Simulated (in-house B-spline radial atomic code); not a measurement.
Results of a calculation; reference values are marked as such.
## F ion on C atom: potential, deflection and energy transfer

The pair potential comes from two frozen, spherical free-atom densities (PBE, B-spline radial code, scalar-relativistic past argon): electrostatics plus the change in Thomas-Fermi kinetic and Dirac exchange energy where they overlap, the recipe behind the universal ZBL potential, which averages such potentials (from solid-state densities) over many pairs. It is written V = (Z1 Z2 e²/r) φ(r/a), with e² = 14.3996 eV·Å and a = 0.46850 Å/(Z1^0.23 + Z2^0.23); ZBL's fit is φ = 0.18175 e^(−3.1998x) + 0.50986 e^(−0.94229x) + 0.28022 e^(−0.4029x) + 0.02817 e^(−0.20162x). Where φ falls below 4e-4 it is continued as an exponential.

Masses 19.0 and 12.01 u.

| x = r/a | φ, this pair | φ, ZBL |
| --- | --- | --- |
| 0.1 | 0.9119 | 0.8928 |
| 0.25 | 0.7968 | 0.7647 |
| 0.5 | 0.6528 | 0.6096 |
| 1 | 0.4644 | 0.4164 |
| 1.5 | 0.343 | 0.2995 |
| 2 | 0.2607 | 0.2218 |
| 3 | 0.1557 | 0.1292 |
| 4 | 0.09386 | 0.08026 |
| 5 | 0.05871 | 0.05224 |
| 6.5 | 0.03232 | 0.02914 |
| 8 | 0.01919 | 0.01705 |
| 10 | 0.009573 | 0.008778 |
| 12 | 0.004511 | 0.00474 |
| 14.5 | 0.001603 | 0.002328 |
| 17 | 0.0005041 | 0.001212 |

Problem. At x = 0.5 the electrostatic, kinetic and exchange parts are 5740.73, 1193.87 and -70.53 eV. Find r, V and φ.

Solution. a = 0.46850/(1.6576 + 1.5100) = 0.14790 Å, so r = 0.07395 Å. V = 5740.73 + 1193.87 + (-70.53) = 6864.07 eV. The bare repulsion is 9 × 6 × 14.3996/0.07395 = 10515 eV, so φ = 0.6528, +7.1 % against ZBL's 0.6096. The kinetic (Pauli) term is 17 % of V here.

Problem. The ion comes in at 0.1357 keV with impact parameter 0.7395 Å. The scattering integral gives a centre-of-mass angle of 56.14° and a closest approach of 6.715 a. What are the reduced energy, the energy passed on and the laboratory angles?

Solution. ε = E a M2/(Z1 Z2 e² (M1 + M2)) = 135.7 × 7.3668e-05 = 0.01. The most that one collision can pass on is γE with γ = 4 M1 M2/(M1 + M2)² = 0.9492. Here T = γE sin²(θ/2) = 0.9492 × 135.7 × 0.2214 = 28.53 eV. The ion turns by arctan(sin θ/(cos θ + M1/M2)) = 21.2°, and the struck atom leaves at (180° − θ)/2 = 61.9°. The closest approach is 0.993 Å. With ZBL the angle would be 53.59° and T = 26.19 eV.
